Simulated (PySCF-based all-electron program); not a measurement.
**Force along the bond of LiF, singlet**

All-electron Kohn–Sham DFT on the free molecule, computed near the basis limit with an in-house program on PySCF integrals; the spin-free Dirac equation, no spin–orbit coupling, spin-restricted. Forces are good to about 0.006 eV/Å. In part, the full relativistic part was added along one bond alone. A positive force pushes the atoms apart.

```csv
r (Å),PBE (eV/Å),r2SCAN (eV/Å)
1.4076,3.841,?
1.422,3.369,3.346
1.564,0.151,0.086
1.580,-0.087,-0.155
1.7204,-1.502,?
```

Question: What does r2SCAN give at the lengths left open?

Answer: 1.4076 Å: 3.823 eV/Å; 1.7204 Å: -1.581 eV/Å.

Question: Fit a Morse curve to the forces within 0.84 to 1.25 of the listed length with the smallest force. Where does the force vanish, what is the force constant, and what harmonic wavenumber follows with standard atomic masses?

Answer: PBE: 1.574 Å, 15 eV/Å², about 890 cm⁻¹; r2SCAN: 1.570 Å, 15 eV/Å², about 910 cm⁻¹. The points are far apart, so these are estimates.
